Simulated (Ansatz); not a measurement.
# CClF (SMILES F[C]Cl) at USVWN5/STO-3G

Aim: the energy change on altering one bond length of CClF at USVWN5/STO-3G, from 2 runs. 

The results are computed with Ansatz 0.2.0.

55 further runs of the same task are left out: 10 that didn't finish, 45 set aside as unsound or not needed.

## 1. The molecule

The species is CClF (3 atoms), meant as a triplet with charge 0. As SMILES, `F[C]Cl`. The coordinates come from a GFN2-xTB relaxation.

Bond lengths: F1–C2 1.332 Å, C2–Cl3 1.644 Å. Angles: F1–C2–Cl3 123.8°.

## 2. A single-point energy at USVWN5/STO-3G

Input file input.yaml:

```yaml
crystal:
  periodic: [false, false, false]
  atoms:
    - {symbol: F, position_ang: [-0.998630, 0.639490, -0.473520]}
    - {symbol: C, position_ang: [-0.216580, -0.392190, -0.160770]}
    - {symbol: Cl, position_ang: [1.215200, -0.247300, 0.634290]}
basis:
  gaussian: {orbitals: STO-3G}
magnetization: {spin_polarized: true, initial_magnetization: 2}
hamiltonian: {xc: {name: SVWN5}}
accuracy: high
```

Launch:

```bash
$ ansatz run input.yaml --threads 1 --pin off --max-ram 2610MiB --events-out events.jsonl --progress --plain --runs-dir runs
```

Standard output:

```text
Warning: RAYON_NUM_THREADS=1 ignored (pool sized by the plan → 1); use --threads N
Functional definition: SVWN5
  name "SVWN5"
  exchange = slater_x
  correlation = vwn5_c
326 factors; integrals over basis functions are off by at most 4.3e-8 eV
mean field evaluation 1: about -16012.2533 eV, gradient 1.8e1 eV
mean field evaluation 2: about -16010.4321 eV, gradient 2.2e1 eV
mean field evaluation 4: about -16014.5168 eV, gradient 1.1e0 eV
mean field evaluation 8: about -16014.4960 eV, gradient 5.9e-2 eV
mean field evaluation 16: about -16014.4960 eV, gradient 4.7e-8 eV
mean field -16014.49597666 eV, -588.5218721269 hartree, gradient 4.9e-8 eV, S^2 2.001843; 0 other end points of the search recorded, 0 dependent functions left out
reference -16014.49597768 eV, -588.5218721646 hartree; 17, 15 occupied and 2, 4 virtual orbitals, 326 factors
Total energy: -16014.49597768 eV, -588.5218721646 hartree
```

It took 0.5 s on 1 thread of Intel Xeon Platinum 8488C (Sapphire Rapids), shared host; peak memory 0.13 GiB.

## 3. The distorted shape at the same level

Input file job.yaml:

```yaml
crystal:
  periodic: [false, false, false]
  atoms:
    - {symbol: F, position_ang: [-1.194148, 0.897417, -0.551710]}
    - {symbol: C, position_ang: [-0.216580, -0.392190, -0.160770]}
    - {symbol: Cl, position_ang: [1.215200, -0.247300, 0.634290]}
basis:
  gaussian:
    orbitals: STO-3G
magnetization:
  spin_polarized: true
  initial_magnetization: 2
hamiltonian:
  xc: {name: SVWN5}
accuracy: high
```

Launch:

```bash
$ ansatz run job.yaml --threads 1 --pin off --max-ram 2610MiB --events-out events.jsonl --progress --plain --runs-dir runs
```

Standard output:

```text
Warning: RAYON_NUM_THREADS=1 ignored (pool sized by the plan → 1); use --threads N
Functional definition: SVWN5
  name "SVWN5"
  exchange = slater_x
  correlation = vwn5_c
325 factors; integrals over basis functions are off by at most 4.2e-8 eV
mean field evaluation 1: about -16011.5885 eV, gradient 1.3e1 eV
mean field evaluation 2: about -16006.6736 eV, gradient 2.3e1 eV
mean field evaluation 4: about -16012.6335 eV, gradient 7.1e0 eV
mean field evaluation 8: about -16012.9592 eV, gradient 1.8e-1 eV
mean field evaluation 16: about -16012.9597 eV, gradient 4.3e-6 eV
mean field -16012.95970472 eV, -588.4654151746 hartree, gradient 1.3e-8 eV, S^2 2.005578; 0 other end points of the search recorded, 0 dependent functions left out
reference -16012.95970575 eV, -588.4654152123 hartree; 17, 15 occupied and 2, 4 virtual orbitals, 325 factors
Total energy: -16012.95970575 eV, -588.4654152123 hartree
```

Wall time 0.52 s (1 thread of Intel Xeon Platinum 8488C (Sapphire Rapids), shared host); peak memory 0.13 GiB.

## 4. Summary of results

At USVWN5/STO-3G:

```
                                                         quantity          value
                                        first shape: total energy  -588.52187 Eh
                                                first shape: ⟨S²⟩          2.002
                                    distorted shape: total energy  -588.46542 Eh
                                            distorted shape: ⟨S²⟩          2.006
energy change with the F1–C2 bond stretched from 1.332 to 1.665 Å       1.536 eV
```

What this shows: With the F1–C2 bond stretched from 1.332 to 1.665 Å the energy rises by 1.54 eV (148 kJ/mol). The first shape isn't relaxed at this level, so the change isn't measured from a minimum. The minimal basis adds a large error of its own.
